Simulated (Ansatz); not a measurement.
# F2 (SMILES FF): single points off equilibrium

One table from this session's results is given with a row withheld; the runs are named, their logs left out.

Computed with Ansatz 0.2.0, Gaussian basis. Level: single points in def2-TZVPP.

Correlated methods freeze the cores.

## The system as given

SMILES `FF`, 2 atoms, charge 0, spin multiplicity 1.

Atoms are counted from 1 here; the program's logs count them from 0.

Bond lengths: F1–F2 1.439 Å.

As a file:

```xyz
2
charge 0, multiplicity 1
F    -0.6142    0.2484   -0.2957
F     0.6073   -0.2141    0.3089
```

Set-up of the first run:

run/in.yaml reads:

```yaml
crystal:
  periodic: [false, false, false]
  atoms:
    - {symbol: F, position_ang: [-0.614200, 0.248400, -0.295700]}
    - {symbol: F, position_ang: [0.607300, -0.214100, 0.308900]}
basis:
  gaussian: {orbitals: def2-TZVPP}
correlation: {method: ccsd_t}
output: {forces: true}
```

The command line of these runs was not kept.

Steps of the session up to this table: CCSD(T)/def2-TZVPP; PBE0-D4/def2-TZVPP; wB97M-V/def2-TZVPP; r2SCAN-D4/def2-TZVPP; PBE-D4/def2-TZVPP; B97M-V/def2-TZVPP; LC-wPBE/def2-TZVPP.

One of the session's tables, all rows but one given; the rest of the session is left out.

```
   method  RMS force component (eV/Å)
  CCSD(T)                       0.348
  PBE0-D4                       1.283
  wB97M-V                           ?
r2SCAN-D4                       0.798
   PBE-D4                       0.485
   B97M-V                       0.896
  LC-wPBE                       1.423
```

Estimate the missing values for wB97M-V.

As computed: RMS force component (eV/Å): 1.191. In the column «RMS force component (eV/Å)» it lies between B97M-V (0.896) and PBE0-D4 (1.283).
